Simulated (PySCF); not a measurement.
Telling isomers of C$_{6}$H$_{12}$ apart by NMR

- GIAO PBE0/pcSseg-1 shieldings
- PBE0-D3(BJ)/def2-SVP geometry
- J couplings at B3LYP/pcJ-1 (spin–dipole term left out of most H,H and C,H couplings)
- run in PySCF 2.14
- one computed conformer, gas phase, averaged over atoms made equivalent by symmetry, fast rotation or ring inversion, non-relativistic Hamiltonian

References, each an isolated molecule treated in the same way: ¹H (31.27 ppm) and ¹³C (184.41 ppm) vs TMS. Multiplet labels drop J under 1 Hz and among equivalent protons, and merge close values. Unscaled 3J(H,H) run several per cent high. Shifts are as computed. Against solution values, carbons near 30 ppm lie about +2 ppm off and those near 130 ppm about +5 ppm. Of 1211 compounds with measured shifts, 218 miss one by over three times the rms of a fit or turn the order of signals round; such compounds aren't used in these exercises. Across acyclic CH2–CH2 and CH–CH2 bonds, 3J(H,H) assumes equally populated rotamers.

(1) Tabulate the signals of `CC(C)=C(C)C`, `C/C=C(/C)CC`, `C=C(C)CCC` and their relative energies.

(2) What is the quickest way to tell CC(C)=C(C)C from C/C=C(/C)CC?

(3) What is the quickest way to tell C/C=C(/C)CC from C=C(C)CCC?

(4) What is the quickest way to tell CC(C)=C(C)C from C=C(C)CCC?

## Answers

(1) 
```json
{"SMILES": "CC(C)=C(C)C", "carbon types": "2×C 4×CH3", "δC": "131.1, 21.3", "δH": "1.73 (s, 12H)", "E rel. (kcal/mol)": "0.0"}
{"SMILES": "C/C=C(/C)CC", "carbon types": "1×C 1×CH 1×CH2 3×CH3", "δC": "145.2, 127.9, 26.9, 26.0, 15.9, 15.1", "δH": "5.40 (qq, 1H), 1.97 (q, 2H), 1.75 (quint, 3H), 1.70 (dq, 3H), 0.94 (t, 3H)", "E rel. (kcal/mol)": "0.6"}
{"SMILES": "C=C(C)CCC", "carbon types": "1×C 3×CH2 2×CH3", "δC": "153.0, 120.8, 42.5, 22.5, 21.7, 13.4", "δH": "5.10 (dq, 1H), 5.06 (d of sext, 1H), 2.03 (td, 2H), 1.69 (t, 3H), 1.35 (sext, 2H), 0.79 (t, 3H)", "E rel. (kcal/mol)": "1.8"}
```

Energies are electronic energies at PBE0/pcSseg-1 on these geometries, without zero-point or thermal terms, each for the one conformer computed, which needn't be the lowest.

(2) Count the carbon signals: 2 against 6. The first has a fully substituted alkene carbon (C) at 131.1 ppm, the second an alkene CH at 127.9 ppm. Their most deshielded carbons lie at 131.1 and 145.2 ppm. In the proton spectra the most deshielded non-exchanging signals are 1.73 (s, 12H) and 5.40 (qq, J = 8.1, 2.0 Hz, 1H).

(3) Both give the same number of carbon signals, but DEPT or the intensities differ. The first has an alkene CH at 127.9 ppm, the second a terminal =CH2 carbon at 120.8 ppm. Their most deshielded carbons lie at 145.2 and 153.0 ppm.

(4) Count the carbon signals: 2 against 6. The first has a fully substituted alkene carbon (C) at 131.1 ppm, the second a terminal =CH2 carbon at 120.8 ppm. Their most deshielded carbons lie at 131.1 and 153.0 ppm. In the proton spectra the most deshielded non-exchanging signals are 1.73 (s, 12H) and 5.10 (dq, J = 2.9, 2.0 Hz, 1H).
